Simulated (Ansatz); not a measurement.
Species: C₂H₃, charge -1, singlet. C2H3- (SMILES [CH-]=C).
B3LYP-D3(BJ)/def2-TZVP minimum from Ansatz (a first-principles code):
```
C
C 1 1.3514
H 1 1.1007 2 121.53
H 1 1.1100 3 111.48 2 -180.00
H 2 1.1197 1 107.92 3 -180.00
```
Charge -1, spin multiplicity 1.

Total energies in aug-cc-pVTZ, 12 correlated electrons, 2 frozen orbitals. Open shells are spin-unrestricted; no spin-orbit coupling. Correlated methods leave the cores frozen. No relativity.

| method | program | energy (Eh) | minus CCSDT(Q) (mEh) |
|---|---|---|---|
| HF | Ansatz | -77.39147 | 390.53 |
| MP2 | Ansatz | -77.74339 | 38.60 |
| CCSD | Ansatz | -77.76177 | 20.23 |
| CCSD(T) | Ansatz | -77.78051 | 1.49 |
| CCSDT(Q) | Ansatz | -77.78200 | 0.00 |

Rough core times of Ansatz's runs on a shared machine: CCSD(T) under 20 s, CCSDT(Q) 40 min.
